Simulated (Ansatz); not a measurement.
Two isomers of C4H5NO: A = `N#CCC1CO1`, B = `Cc1ccon1`.

Computed with Ansatz on PBE0-D4/def2-TZVP structures; ΔE is electronic, products minus reactants. CCSD(T)/CBS adds triple-zeta CCSD(T) − MP2 to the extrapolated MP2 energy (def2 sets, frozen cores). DFT in def2-TZVPP. B3LYP here is the variant with VWN-RPA as its local correlation; programs differ in this. One conformer a species, not always the lowest.

Problem. Which is lower in electronic energy at CCSD(T)/CBS, and by how much? (Estimate.)

Solution. Computed: B, by 4.0 kcal/mol.

Problem. Give E(B) − E(A) in kcal/mol with MP2/def2-TZVPP, ωB97M-V, PBE0-D4, CCSD(T)/def2-SVP, BLYP-D4, B3LYP-D4, LDA (SPW92). (Estimate.)

Solution. Ansatz gave: MP2/def2-TZVPP -3.1, ωB97M-V -5.1, PBE0-D4 -9.5, CCSD(T)/def2-SVP -3.4, BLYP-D4 -8.7, B3LYP-D4 -7.3, LDA (SPW92) -19.5. None reverses the order clearly.

Problem. Does the order hold for the free energy at 298.15 K (harmonic terms from PBE0-D4)? (An estimate is asked.)

Solution. Ansatz gave: Yes: G(B) − G(A) = -2.7 kcal/mol, for one conformer each.

Largest T1 diagnostic: 0.015.

From PBE to PBE0 (25 % exact exchange), in def2-TZVPP and without D4, E(B) − E(A) moves by +1.9 kcal/mol. The D4 term adds −1.1 kcal/mol with B3LYP and −0.5 kcal/mol with PBE0; it sums over pairs of atoms, weighted by their polarisabilities, and B3LYP, whose exchange is more repulsive, gets the larger term.
